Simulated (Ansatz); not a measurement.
Relaxation of BF$_{2}$H$_{2}$ (5 atoms, charge 0, multiplicity 2), to a largest force component of 0.03 eV/Å in at most 50 steps.

Theory: UKS r2SCAN-D4/6-31G* (Ansatz 0.2.0).

```xyz
5
Properties=species:S:1:pos:R:3
B 0.000 0.000 -0.076
H 0.000 0.000 1.118
F 1.135 0.000 -0.752
F -1.135 0.000 -0.752
H 0.000 0.000 2.981
```

Question: Where does it end, and by what steps?

Answer: The forces met the threshold. After 6 steps the energy has fallen by 0.018 eV; H5 moved furthest, 0.41 Å.

| step | energy less start (eV) | largest force component (eV/Å) | accepted |
| --- | --- | --- | --- |
| 0 | 0.0000 | 0.188 | yes |
| 1 | -0.0036 | 0.078 | yes |
| 2 | -0.0104 | 0.306 | yes |
| 3 | -0.0146 | 0.159 | yes |
| 4 | -0.0178 | 0.082 | yes |
| 5 | -0.0181 | 0.083 | yes |
| 6 | -0.0184 | 0.003 | yes |

```xyz
5
Properties=species:S:1:pos:R:3
B 0.000 0.002 -0.176
H 0.000 0.009 1.018
F 1.133 -0.001 -0.854
F -1.133 -0.001 -0.854
H 0.000 -0.009 3.387
```

Whether the end is a true minimum wasn't checked by a vibrational analysis.

The run took 21 s on 1 thread of Arm Neoverse V1, with other jobs on the host, peak memory 0.14 GiB.
